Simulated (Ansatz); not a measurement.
Process, species as SMILES: [CH2]Cl (CH2-Cl) → C atom + Cl atom + 2 H atom
B3LYP-D3(BJ)/def2-TZVP geometries, fixed; electronic energies without zero-point terms.

Effect of a fitting basis named in the input at HF/cc-pV(T+d)Z with Ansatz (a quantum-chemistry and plane-wave program), against the last row, where the atomisation energy is 213.27 kcal/mol. Open shells are unrestricted. The default fits or decomposes integrals by the program's own choice; accuracy: high also tightens integrals, grids and stops.

```
setting                        largest shift of a total energy (mEh)  shift of the atomisation energy (kcal/mol)
-----------------------------  -------------------------------------  ------------------------------------------
fitting: def2-SV(P)-JKFIT                                      0.033                                      -0.021
fitting: def2-universal-JKFIT                                  0.033                                      -0.021
fitting: cc-pVTZ-JKFIT                                         0.047                                      -0.022
fitting: cc-pVQZ-JKFIT                                         0.015                                      -0.005
fitting: cc-pV5Z-JKFIT                                         0.016                                      -0.006
accuracy: high                                                -0.014                                       0.008
accuracy: medium (default)                                     0.000                                       0.000
```

Within 0.02 kcal/mol in the atomisation energy: fitting: cc-pVQZ-JKFIT; fitting: cc-pV5Z-JKFIT; accuracy: high. The largest shift is 0.047 mEh in a total energy and 0.022 kcal/mol in the difference.
